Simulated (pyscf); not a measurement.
Structures and frequencies: ωB97X-D3(BJ)/def2-SVP in PySCF.

Estimate by transition-state theory the rate constant of Cl–SiH•–Cl (SMILES Cl[SiH]Cl) + H₂O (SMILES O) → HO–SiH(Cl)–Cl (SMILES O[SiH](Cl)Cl) + H• (SMILES [H]) (doublet surface; H–O broken, O–Si formed) at 900 K, with ωB97M-D3(BJ)/def2-TZVP energies (ideal gas, 1 atm, RRHO with modes under 100 cm⁻¹ raised to 100, one conformer, R ln 2 for rigid chiral ones; no tunnelling).

The electronic barrier is 19.7 kcal/mol and the thermal terms add +25.9, so ΔG‡ = 45.6 kcal/mol. With k_BT/h = 1.88e+13 s⁻¹ and RT = 1.788 kcal/mol, and a volume of 1.23e-19 cm³ per molecule at 1 atm, k = 2.0e-17 cm³ molecule⁻¹ s⁻¹. Wigner's tunnelling factor for 1897i cm⁻¹ would be 1.38, likely too low at so high a frequency. A shift of 1 kcal/mol in the barrier changes k by a factor 1.7. On the reactant side the descent ends in a complex (not fully relaxed), 5.1 kcal/mol under the separated species and 28.2 kcal/mol under the saddle at ωB97X-D3(BJ)/def2-TZVP. At ωB97X-D3(BJ) the barrier from the zero used here is 23.1 kcal/mol. One saddle was located; it need not be the lowest between these sides. The angle at the attacked O is 142°.
